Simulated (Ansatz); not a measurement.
PBE exchange is replaced step by step with exact exchange (0 % is PBE, 25 % PBE0; no dispersion term), basis def2-TZVP, Ansatz. System: the cluster MgF2⁺ (the lowest doublet isomer of a short search). Charge 1, multiplicity 2. Geometry: PBE-D4/def2-TZVP, each spin state at its own.

The relaxed quartet has other bonds than the doublet, so its gap is one between isomers.

Geometry of the doublet:

Cartesian coordinates in Å:
```
Mg 0.859 0.416 0.215
F -0.075 -0.417 -1.123
F -0.785 0.002 0.909
```

In the quartet geometry the species has come apart into loosely held pieces. In the quartet, F2 and F3 lie 1.79 Å apart (atoms count from 1), so these atoms are partly bonded to each other. The structure comes from a short search, and lower isomers may exist.

HOMO and LUMO are taken over both spins.

```csv
exact exchange (%),HOMO (eV),LUMO (eV),gap (eV),⟨S²⟩,quartet − doublet (kJ/mol)
0,-15.11,-13.92,1.19,0.753,462.5
5,-15.52,-13.64,1.89,0.753,468.4
10,-15.94,-13.35,2.60,0.754,473.5
15,-16.37,-13.06,3.31,0.755,476.1
25,-16.70,-12.48,4.22,0.758,470.5
35,-16.97,-11.91,5.07,0.760,457.6
50,-17.39,-11.03,6.35,0.765,433.4
```

The spin gap doesn't follow a straight line here, which points to a change of state along the sweep.
